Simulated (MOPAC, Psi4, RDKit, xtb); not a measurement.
Two geometries of SMILES C/C=C\C#N, relaxed at B3LYP-D3(BJ)/def2-SVP with one dihedral held; other torsions can differ between them too.

Structure A

```
10

C     -1.2334     0.4162     0.0598
C     -0.2957    -0.7451     0.0992
C     -0.4507    -1.9123    -0.5543
C     -1.5582    -2.1862    -1.4177
N     -2.4544    -2.4165    -2.1204
H     -1.7417     0.5268     1.0341
H     -2.0065     0.2959    -0.7126
H     -0.6879     1.3565    -0.1223
H      0.5895    -0.6474     0.7377
H      0.2867    -2.7128    -0.4468
```

Structure B

```
10

C     -1.2269     0.4170     0.0392
C     -0.2701    -0.7334     0.1444
C     -0.5954    -1.9757     0.5500
C     -1.9180    -2.3379     0.9560
N     -2.9934    -2.6292     1.2853
H     -1.8130     0.5371     0.9644
H     -1.9505     0.2510    -0.7772
H     -0.7019     1.3607    -0.1625
H      0.7706    -0.5634    -0.1506
H      0.1577    -2.7676     0.5856
```

Task: Which is lower in energy at the level DF-MP2 (frozen core)/cc-pVTZ // B3LYP-D3(BJ)/def2-SVP run with Psi4 1.11, and by how much?

Result: A is lower, by 1.28 kcal/mol (dihedral H6–C1–C2–C3: 110° in A, 50° in B).

E(B) − E(A) in kcal/mol at the other levels, on the same two geometries: MMFF94 // B3LYP-D3(BJ)/def2-SVP (RDKit) 1.26; PBE0/def2-TZVP // B3LYP-D3(BJ)/def2-SVP (Psi4) 1.35; PBE0-D3(BJ)/def2-TZVP // B3LYP-D3(BJ)/def2-SVP (Psi4) 1.33; PBE/def2-TZVP // B3LYP-D3(BJ)/def2-SVP (Psi4) 1.29; PBE-D3(BJ)/def2-TZVP // B3LYP-D3(BJ)/def2-SVP (Psi4) 1.27; HF/cc-pVTZ // B3LYP-D3(BJ)/def2-SVP (Psi4) 1.40; UFF // B3LYP-D3(BJ)/def2-SVP (RDKit) -1.80; PM6, restricted, heats of formation // B3LYP-D3(BJ)/def2-SVP (MOPAC) 0.16; AM1, restricted, heats of formation // B3LYP-D3(BJ)/def2-SVP (MOPAC) 0.63; GFN1-xTB // B3LYP-D3(BJ)/def2-SVP (xtb) 0.78.
